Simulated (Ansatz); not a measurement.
**[H···H···S], triplet: transfer scan**

Starting geometry:

```xyz
3

H     0.0000    0.0000   -1.1560
H     0.0000    0.0000   -0.4110
S     0.0000    0.0000    1.5670
```

From there H2 is moved from one fragment to the other while all else, the fragments' distance too, stays fixed, so the hump isn't the reaction's barrier; atoms are numbered as listed. Energies are in kcal/mol, counted from the starting geometry at the same level.

Basis cc-pVTZ; Ansatz 0.2.0. Correlated methods freeze the noble-gas cores. R marks a restricted (for open shells ROHF) determinant, U an unrestricted one. Active spaces: valence = (8e, 6o) chosen from the atoms' valence shells.

Runs in a small pair space aren't shown, since their orbitals change along the scan.

Full CI isn't at hand for all of this; UCCSDT(Q) serves as the reference, and is uncertain by about the last step of the cluster series. The frozen core follows each run's orbitals, which can shift R against U totals by a few meV.

```csv
distance H1-H2 (Å),UCCSDT(Q),error RMP2,error UMP2,error UCCSD,error UCCSD(T),error UCCSDT,error MRCISD (valence space)
0.745,0.0,0.0,0.0,0.0,0.0,0.0,0.0
0.830,3.1,0.6,0.5,0.2,0.0,0.0,0.1
1.001,14.6,2.1,2.2,0.9,0.2,0.0,0.4
1.172,20.6,1.4,1.1,1.3,0.2,0.1,0.4
1.343,20.1,-1.1,-1.6,0.9,0.1,0.1,0.0
```

Errors are those of relative energies. In total energy the starting point itself misses UCCSDT(Q) by: RMP2 22.0, UMP2 22.8, UCCSD 4.0, UCCSD(T) 0.6, UCCSDT 0.1, MRCISD (valence space) 8.8 kcal/mol.

Spread of the error over the points with a reference, to 1.343 Å (largest less smallest): UCCSDT 0.1, UCCSD(T) 0.2, MRCISD (valence space) 0.4, UCCSD 1.3, RMP2 3.2, UMP2 3.8 kcal/mol.
